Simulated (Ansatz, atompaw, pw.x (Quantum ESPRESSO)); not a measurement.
**titanium (Ti): one change to the PAW (atompaw) potential, in the atom and in the bcc crystal**

atompaw 4.2.0.5 input, output lines left out:

```
Ti 22
GGA-PBESOL scalarrelativistic loggrid 1500 logderivrange -5 5 251
4 4 3 0 0 0
4 1 0
3 2 2
0 0 0
c
c
c
v
c
v
v
v
3
2.90 2.10 2.85 1.80
y
4.5
n
n
y
4.9
n
y
0.05
n
bloechl sinc
4 0 troulliermartins
```

Change: local potential troulliermartins scheme with l = 4 at 0 Ry, radius 1.72 bohr.

Cutoffs, loose and tight: the cutoffs (Ry, on a coarse ladder) from which the occupation-weighted sum of valence levels, in a spherical-Bessel basis at the reference potential, stays within 10 and 1 mRy of its value at 400 Ry. They see the waves, projectors and local potential, not the compensation charge or the core.

Crystal test: bcc Ti in pw.x 7.5, no spin, 14³ k-points, Fermi–Dirac smearing 0.01 Ry, cutoffs set for each file from its atomic test. The reference is all-electron LAPW (Ansatz 0.2.0) with the same functional, mesh and smearing; V0 and B0 come from Birch–Murnaghan fits to the pressures at five volumes. Errors are pseudo minus all-electron; Δ is the rms difference of the E(V) curves that follow from these fits, minima aligned, over ±6 % about the mean V0. Mesh and smearing are coarse, so the numbers serve the comparison and aren't converged zero-temperature values; the lattice is a test structure that the element need not adopt.

All-electron: a0 = 3.218 Å (V0 = 16.66 Å³/atom), B0 = 110.7 GPa.

Problem. Does the change bring the crystal closer to the all-electron result?

Solution. The mean pressure error goes from -2.66 to -4.73 GPa, so the change moves the solid further from the all-electron pressures.

```tsv
quantity	base	changed
outcome (atom)	generated	generated
cutoff, loose (atom)	21 Ry	40 Ry
cutoff, tight (atom)	25 Ry	60 Ry
bound ghosts (atom)	none	none
cutoffs in pw.x (Ry)	40/400	75/750
a0 (Å)	3.191	3.170
a0 error (%)	-0.83	-1.49
B0 error (%)	-1.0	+1.7
Δ (meV/atom)	9.9	17.9
mean pressure error (GPa)	-2.66	-4.73
```

Base: The largest radius (2.90 bohr) exceeds half the bond length (2.63 bohr), so the spheres overlap, which is one possible source of error among others. This is a poor potential for the solid. Changed file: The largest radius (2.90 bohr) exceeds half the bond length (2.63 bohr), so the spheres overlap, which is one possible source of error among others. This is a poor potential for the solid. The logarithmic derivative shows an extra or strongly shifted pseudo pole above the reference energy (s near 0.37 Ry). The atomic cutoffs weigh occupied waves only.
